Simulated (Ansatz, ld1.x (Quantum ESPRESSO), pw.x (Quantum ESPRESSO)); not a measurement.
**Zr (Z = 40): one change to the RRKJ potential, in the atom and in the sc crystal**

ld1.x (Quantum ESPRESSO) 7.5 input, shortened:

```
&input
   title='Zr', zed=40., rel=1, dft='PW', iswitch=3,
   config='[Kr] 4d2 5s2 5p0'
 /
 &inputp
   pseudotype=2, tm=.false., rho0=0.01, lloc=-1, rcloc=2.75,
   nlcc=.false.
 /
3
5S  1  0   2.00   0.00  3.25  3.25  0.0
5P  2  1   0.00   0.00  3.35  3.35  0.0
4D  3  2   2.00   0.00  2.05  2.05  0.0
 &test
   configts(1)='4d2 5s2 5p0'
 /
```

Change: local potential all-electron potential smoothed inside 2.42 bohr (lloc = -1).

Cutoffs, loose and tight: the cutoffs (Ry, on a coarse ladder) from which the occupation-weighted sum of valence levels, in a spherical-Bessel basis at the reference potential, stays within 10 and 1 mRy of its value at 400 Ry. They do not see the model core or the augmentation charge, which bear on the density cutoff. Test errors are all-electron minus pseudo excitation energies from the reference, over the configurations 4d2 5s1 5p0; 4d2 5s0 5p0; 4d1 5s0 5p0; 4d1 5s2 5p0; 4d2.5 5s1.5 5p0; 4d3 5s1 5p0; 4d2 5s0 5p2 (two spin-polarised tests are not counted in the largest error); variants that change the core or the reference have their own tests.

Crystal test: sc Zr in pw.x 7.5, no spin, 12³ k-points, Fermi–Dirac smearing 0.01 Ry, cutoffs set for each file from its atomic test. The reference is all-electron LAPW (Ansatz 0.2.0) with the same functional, mesh and smearing; V0 and B0 come from Birch–Murnaghan fits to the pressures at five volumes. Errors are pseudo minus all-electron; Δ is the rms difference of the E(V) curves that follow from these fits, minima aligned, over ±6 % about the mean V0. Mesh and smearing are coarse, so the numbers serve the comparison and aren't converged zero-temperature values; the lattice is a test structure that the element need not adopt.

All-electron: a0 = 2.838 Å (V0 = 22.86 Å³/atom), B0 = 76.9 GPa.

Question: Does the change bring the crystal closer to the all-electron result?

Answer: The mean pressure error goes from -7.60 to +16.02 GPa, so the change moves the solid further from the all-electron pressures. Neither pressure curve crosses zero within the volumes sampled, so no fits are given.

```csv
quantity,base,changed
outcome (atom),generated,generated
"cutoff, loose (atom)",25 Ry,25 Ry
"cutoff, tight (atom)",30 Ry,30 Ry
bound ghosts (atom),s,s
largest test error (meV) (atom),+293 over the solved tests; 1 of 9 tests not solved or not reliable,+300 over the solved tests; 1 of 9 tests not solved or not reliable
cutoffs in pw.x (Ry),40/160,40/160
mean pressure error (GPa),-7.60,+16.02
```

Base: The largest radius (3.35 bohr) exceeds half the bond length (2.69 bohr), so the spheres overlap, which is one possible source of error among others. This is a poor potential for the solid. Note: ghost state, extra bound levels that the all-electron valence spectrum of the same l lacks: s at -2.09 eV. A true bound ghost makes a file unfit for plane-wave use. Atomic configuration tests: 1 of 9 tests not solved or not reliable. The logarithmic derivative shows an extra or strongly shifted pseudo pole above the reference energy (s near -0.15 Ry). Changed file: The largest radius (3.35 bohr) exceeds half the bond length (2.69 bohr), so the spheres overlap, which is one possible source of error among others. This is a poor potential for the solid. Note: ghost state, extra bound levels that the all-electron valence spectrum of the same l lacks: s at -13.3 eV. A true bound ghost makes a file unfit for plane-wave use. Atomic configuration tests: 1 of 9 tests not solved or not reliable. The logarithmic derivative shows an extra or strongly shifted pseudo pole above the reference energy (p near 0.63 Ry). The atomic cutoffs weigh occupied waves only.
